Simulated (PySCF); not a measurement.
dimethyl sulfide (C₂H₆S), SMILES CSC.

Coordinates come from a PBE0-D3(BJ)/def2-TZVP optimisation.

All values below come from r2SCAN/def2-TZVPD (PySCF).

Symmetry labels are those of the subgroup C2v that the program uses (full group C2v).

**Question.** List the valence orbital energies around the gap with their symmetry. (Estimate from the structure and the level; the computed values follow.)

**Answer.** 
```tsv
orbital	symmetry	energy (eV)
HOMO−7	A1	-15.32
HOMO−6	A1	-11.24
HOMO−5	B2	-11.17
HOMO−4	B1	-10.84
HOMO−3	A2	-10.29
HOMO−2	B1	-9.20
HOMO−1	A1	-7.86
HOMO	B2	-5.27
LUMO	B1	0.17
LUMO+1	A1	0.53
LUMO+2	A1	1.02
LUMO+3	B2	1.57
```
